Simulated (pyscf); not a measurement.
Thermochemistry of product channels of H₂As–InH₂ + H atom (H•) on the doublet surface, in eV, from ωB97M-D3(BJ)/def2-TZVP energies (ideal gas, 1 atm, RRHO with modes under 100 cm⁻¹ raised to 100, one conformer, R ln 2 for rigid chiral ones). Optimised with ωB97X-D3(BJ)/def2-SVP in PySCF.

```
products                        ΔE  ΔH(298 K)  ΔG(600 K)  ΔG(1200 K)
---------------------------  -----  ---------  ---------  ----------
•HAs–InH₂ + hydrogen (H₂)    -1.29      -1.24      -1.36       -1.47
[H₂As–InH]• + hydrogen (H₂)  -1.54      -1.45      -1.59       -1.68
```

These are energies of the channels, which say nothing of barriers. Elements up to Kr have no core potential and no relativistic terms here. Elements past Kr carry the def2 core potentials, without spin-orbit coupling.
